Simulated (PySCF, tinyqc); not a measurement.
A ladder of methods, and size consistency: correlation methods against full CI in the sto-6g basis, for BH, spin multiplicity 1. Computed by the program tinyqc with PySCF. All electrons correlated; +Q is the Davidson correction (1 - c0^2) E_corr. The last columns treat two copies 100 angstrom apart as one system. FCI is the lowest singlet.

Geometry (angstrom):
```
atom       x       y       z
B     0.0000  0.0000  0.0000
H     0.0000  0.0000  1.5480
```

RHF energy of one = -24.960254 hartree

Correlation energies (hartree):
```
method   E_corr of one  share of FCI (%)  E_corr of two at 100 angstrom  two minus twice one (mhartree)
MP2          -0.037872           52.2731                      -0.075744                          0.0000
CISD         -0.069169           95.4708                      -0.127707                         10.6311
CISD+Q       -0.075434          104.1181                      -0.145864                          5.0042
CCSD         -0.072279           99.7638                      -0.144559                          0.0000
CCSD(T)      -0.072338           99.8442                      -0.144676                          0.0000
FCI          -0.072451          100.0000                              -                               -
```

What does the comparison show, and why?

MP2 recovers 52 %, CISD 95.5 % and CCSD 99.8 % of the FCI value (c0^2 = 0.909 in CISD). MP2 and coupled cluster are size consistent, so their last column vanishes; CISD loses 10.63 mhartree, since a double excitation on each copy is a quadruple of the pair, and the Davidson correction leaves +5.00. The restricted reference is unstable here: a spin-polarised solution lies 0.0075 hartree lower (PySCF), so results built on it describe a poor reference.
